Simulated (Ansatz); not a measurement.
C3H8N2 (`NC1(N)CC1`), 13 atoms. Total charge 0; spin multiplicity 1. All runs use 4 threads of an Arm Neoverse V2 on a shared host. Correlated methods freeze the cores.

**Question.** Give the basis size and wall time and peak host memory of each of these runs in Ansatz. RHF-MP2/def2-QZVPP energy; RKS ωB97M-V/def2-QZVPP energy; RHF-CCSD(T)/def2-SVP energy; RHF-CCSD(T)/def2-TZVPP energy; direct RPA on PBE orbitals/def2-TZVPP energy; RKS PBE0-D4/def2-TZVP relaxation (7 steps); RKS ωB97M-V/def2-SVP energy; RKS PBE0-D4/def2-TZVP frequencies; RKS HSE06 (plane-wave form)-D4/def2-TZVPP energy; RKS ωB97M-V/def2-TZVPP energy and forces; RKS SPW92 (LDA)/def2-TZVPP energy; RKS PBE0-D4/def2-QZVPP energy. (Estimate.)

**Answer.** The calculation gave: Other jobs shared the machine, so times are rough.

| level | job | functions | wall time | peak host memory (GiB) |
| --- | --- | --- | --- | --- |
| RKS SPW92 (LDA)/def2-TZVPP | energy | 267 | 1.2 s | 0.32 |
| RKS HSE06 (plane-wave form)-D4/def2-TZVPP | energy | 267 | 3 s | 0.63 |
| RKS ωB97M-V/def2-SVP | energy | 110 | 4 s | 0.32 |
| direct RPA on PBE orbitals/def2-TZVPP | energy | 267 | 6 s | 0.77 |
| RHF-CCSD(T)/def2-SVP | energy | 110 | 6.5 s | 0.6 |
| RKS PBE0-D4/def2-QZVPP | energy | 525 | 7.5 s | 1.8 |
| RKS ωB97M-V/def2-TZVPP | energy and forces | 267 | 11 s | 0.95 |
| RKS ωB97M-V/def2-QZVPP | energy | 525 | 18 s | 2.2 |
| RKS PBE0-D4/def2-TZVP | relaxation (7 steps) | 203 | 22 s | 0.48 |
| RHF-MP2/def2-QZVPP | energy | 525 | 27 s | 4.1 |
| RKS PBE0-D4/def2-TZVP | frequencies | 203 | 2.6 min | 0.49 |
| RHF-CCSD(T)/def2-TZVPP | energy | 267 | 3.4 min | 7.2 |
